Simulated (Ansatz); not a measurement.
**GeP⁺, triplet: the ladder up to UCCSDT(Q)**

Geometry: a PBE0/def2-TZVP stationary point for this spin.

```yaml
atoms:
  - { symbol: Ge, position_ang: [0.0000, 0.0000, 0.0000] }
  - { symbol: P, position_ang: [0.0000, 0.0000, 2.3035] }
```

Basis cc-pVDZ; Ansatz 0.2.0. Only valence electrons are correlated (noble-gas cores and the filled d shells of p-block atoms frozen), which leaves 8 electrons in 26 orbitals. R marks a restricted (for open shells ROHF) determinant, U an unrestricted one. Active spaces: valence = (8e, 8o) chosen from the atoms' valence shells. No spin–orbit coupling is included, and no scalar relativity.

Full CI isn't at hand for all of this; UCCSDT(Q) serves as the reference, and is uncertain by about the last step of the cluster series. The frozen core follows each run's orbitals, which can shift R against U totals by a few meV for light atoms and by up to 0.1 eV past Ca.

The UHF ⟨S²⟩ is 2.016, the T1 diagnostic (RCCSD) is 0.0291 and the largest doubles amplitude (RCCSD) is 0.074. The T1 diagnostic (UCCSD) is 0.0295.

```json
{"level": "UHF", "E − E(UCCSDT(Q)) (mEh)": "164.57", "wall time": "–"}
{"level": "UMP2", "E − E(UCCSDT(Q)) (mEh)": "41.32", "wall time": "–"}
{"level": "UCCSD", "E − E(UCCSDT(Q)) (mEh)": "7.65", "wall time": "–"}
{"level": "UCCSD(T)", "E − E(UCCSDT(Q)) (mEh)": "1.91", "wall time": "17 s"}
{"level": "UCCSDT", "E − E(UCCSDT(Q)) (mEh)": "0.44", "wall time": "–"}
```

Run but not shown, since their state, orbitals or frozen core can't be matched to the reference's or they repeat it: RHF, RMP2, CISD, RCCSD, RCCSD(T), BCCD(T), RCCSDT, RCCSDT(Q), CASSCF (valence space), NEVPT2 (valence space), NEVPT4(SD) (valence space), MRCISD (valence space), MRCISD+Q (valence space).

Times hold each run's SCF and search for its determinant on a shared host, so for small cases they say little of a method's own cost; they ran on 1 thread of Intel Xeon. Some runs computed forces too.

Natural occupations of CASSCF (valence space) about the gap: 1.986 1.969 1.924 0.993 0.993 0.045 0.045 0.043; effectively unpaired electrons, Σ n²(2−n)², 2.05.
